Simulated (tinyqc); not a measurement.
Inside a calculation. Method: ROHF in the sto-3g basis, for OH+, spin multiplicity 3. This run ends on a higher stationary point, not on the lowest solution. One step of it, computed by the program tinyqc.

Question. Iteration 3: Roothaan effective Fock matrix. With projectors Pc = D(beta) S, Po = (D(alpha) - D(beta)) S, Pv = 1 - D(alpha) S, the block xy is Px^T F Py; with Fc = (F(alpha) + F(beta))/2, the blocks are Fc for cc, oo, vv and cv, F(beta) for co and F(alpha) for ov.

F(alpha) (hartree), lower triangle:
```
,1O 1s,1O 2s,1O 2px,1O 2py,1O 2pz,2H 1s
1O 1s,-21.060838
1O 2s,-5.360680,-3.075379
1O 2px,0.000000,0.000000,-1.015072
1O 2py,0.000000,0.000000,-0.016202,-1.104256
1O 2pz,-0.003670,-0.020024,0.000000,0.000000,-0.804642
2H 1s,-0.387808,-0.545310,0.000000,0.000000,-0.477294,-0.762605
```

F(beta) (hartree), lower triangle:
```
,1O 1s,1O 2s,1O 2px,1O 2py,1O 2pz,2H 1s
1O 1s,-21.023575
1O 2s,-5.306069,-2.788439
1O 2px,0.000000,0.000000,-0.915106
1O 2py,0.000000,0.000000,0.125984,-0.221637
1O 2pz,-0.003100,-0.091142,0.000000,0.000000,-0.275266
2H 1s,-0.378905,-0.483724,0.000000,0.000000,-0.229906,-0.342401
```

D(alpha) after iteration 2, lower triangle:
```
,1O 1s,1O 2s,1O 2px,1O 2py,1O 2pz,2H 1s
1O 1s,1.059765
1O 2s,-0.253732,1.080312
1O 2px,0.000000,0.000000,1.000000
1O 2py,0.000000,0.000000,0.000000,1.000000
1O 2pz,0.016746,-0.093117,0.000000,0.000000,0.416227
2H 1s,0.013443,-0.094606,0.000000,0.000000,0.421608,0.427071
```

D(beta) after iteration 2, lower triangle:
```
,1O 1s,1O 2s,1O 2px,1O 2py,1O 2pz,2H 1s
1O 1s,1.057601
1O 2s,-0.243027,1.027362
1O 2px,0.000000,0.000000,0.969941
1O 2py,0.000000,0.000000,-0.170751,0.030059
1O 2pz,-0.013164,0.054816,0.000000,0.000000,0.002925
2H 1s,-0.016854,0.055244,0.000000,0.000000,0.002948,0.002985
```

overlap S, lower triangle:
```
,1O 1s,1O 2s,1O 2px,1O 2py,1O 2pz,2H 1s
1O 1s,1.000000
1O 2s,0.236704,1.000000
1O 2px,0.000000,0.000000,1.000000
1O 2py,0.000000,0.000000,0.000000,1.000000
1O 2pz,0.000000,0.000000,0.000000,0.000000,1.000000
2H 1s,0.016720,0.212753,0.000000,0.000000,0.209377,1.000000
```

Give: effective F.

Answer.

effective F (hartree), lower triangle:
```
,1O 1s,1O 2s,1O 2px,1O 2py,1O 2pz,2H 1s
1O 1s,-21.042
1O 2s,-5.333,-2.930
1O 2px,0.000,0.000,-0.965
1O 2py,0.000,0.000,0.055,-0.663
1O 2pz,-0.006,-0.062,0.000,0.000,-0.568
2H 1s,-0.386,-0.523,0.000,0.000,-0.355,-0.531
```
